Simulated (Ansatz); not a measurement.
System: rock-salt ZrC. Method: PBE-D3(BJ) (plane waves, PAW; Ansatz, a program for electronic structure).

Run with plane-wave cutoff 500 eV, 14×14×14 k mesh, Fermi–Dirac smearing 0.05 eV, scalar-relativistic PAW data made under PBE.

Computed at the level's own relaxed cell.

Question: Give the computed equilibrium volume per atom and lattice constant a.

Answer: 
- equilibrium volume per atom: 12.75 Å³/atom
- lattice constant a: 4.673 Å

Measured, for comparison: equilibrium volume per atom 12.95 Å³/atom, lattice constant a 4.696 Å (temperature not stated, no zero-point or thermal correction; as tabulated in Zhang et al. (2018), doi:10.1088/1367-2630/aac7f0). Computed (rounded) less measured: equilibrium volume per atom -1.5 %, lattice constant a -0.5 %. A static lattice is as a rule a little smaller and stiffer than an uncorrected measurement, which narrows the difference in the equilibrium volume per atom, lattice constant a and would widen misses of the other sign.

The computed numbers hold no vibrational or temperature effects.

It cost around 22 core-seconds (rough) of CPU time.
